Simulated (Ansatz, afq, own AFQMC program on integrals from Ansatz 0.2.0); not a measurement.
AFQMC on a folder of integrals that Ansatz 0.2.0 wrote.

```yaml
crystal:
  periodic: [false, false, false]
  atoms:
    - {symbol: Si, position_ang: [0.000000, 0.000000, 1.638136]}
    - {symbol: Ge, position_ang: [0.000000, 0.000000, -0.703890]}
    - {symbol: H, position_ang: [0.000000, 1.191949, 2.541160]}
    - {symbol: H, position_ang: [0.000000, -1.191949, 2.541160]}
basis:
  gaussian: {orbitals: cc-pVDZ}
magnetization: {spin_polarized: true, initial_magnetization: 2}
correlation: {method: ccsd_t, electrons: outside_noble_gas, hamiltonian_folder: ham}
```

```sh
$ ansatz run in.yaml --threads 1 --pin off --events-out ev --progress --plain --max-ram 1382MiB
```

Options of the walk:

```
--method free --trial cisd --walkers 60 --time-step 0.03 --max-blocks 80 --target-error 0.00038 --factor-cut 1e-05 --seed 6459 --times 0,0.21,0.42,0.81,1.2,1.8,2.4,3 --taylor-order 8
```

Times are imaginary, in 1/Eh. The walk had a cap of 1086 s. Filled inner d shells are frozen with the cores.

Log:

```
orbitals 36  electrons 6 4  factors 273 of 598
reference energy -2365.36797809 Eh
CCSD correlation -0.18062208 Eh in 11 cycles, weight of the determinant in the CISD state 0.8712
repeat  energy at the last time / Eh  error
    10  -2365.555830  0.000697
    20  -2365.555600  0.000557
    30  -2365.555407  0.000465
    40  -2365.555839  0.000439
    50  -2365.555598  0.000388
    60  -2365.555584  0.000349
time / (1/Eh)  energy / Eh  error  mean overlap
  0.00  -2365.548613  0.000106  1.1483
  0.21  -2365.550884  0.000154  1.1508
  0.42  -2365.552250  0.000149  1.1568
  0.81  -2365.553829  0.000185  1.1646
  1.20  -2365.554582  0.000189  1.1798
  1.80  -2365.555477  0.000247  1.1805
  2.40  -2365.555645  0.000335  1.1824
  3.00  -2365.555652  0.000353  1.1870
energy -2365.555652 +/- 0.000353 Eh
```

The run passed its tests (error under three times the target), which doesn't prove that it has relaxed.

Against this walk (error 9.6 meV) on the same determinant: CCSD(T) 32.9 meV higher, CCSDT(Q) 13.4 meV lower (within the noise). The error is statistical, and a free projection of finite length keeps a remainder of its start.

Cautions: remainder of the start not in the error; no relativity below Rb; no spin-orbit coupling; inner d shell frozen; lower spins were not checked.

The walk took 100 s on 1 thread of Intel(R) Xeon(R) 6975P-C (Granite Rapids), on a shared host. The log's last line is the free-projection energy.

CCSDT and higher add their correlation energy to the determinant of the CCSD(T) run, since their own runs factorise the integrals more tightly (a shift of under 2 meV). A walk keeps the symmetry of its determinant, which the program's search chose and which needn't be the lowest solution, so a lower state of the same spin and another symmetry isn't excluded.
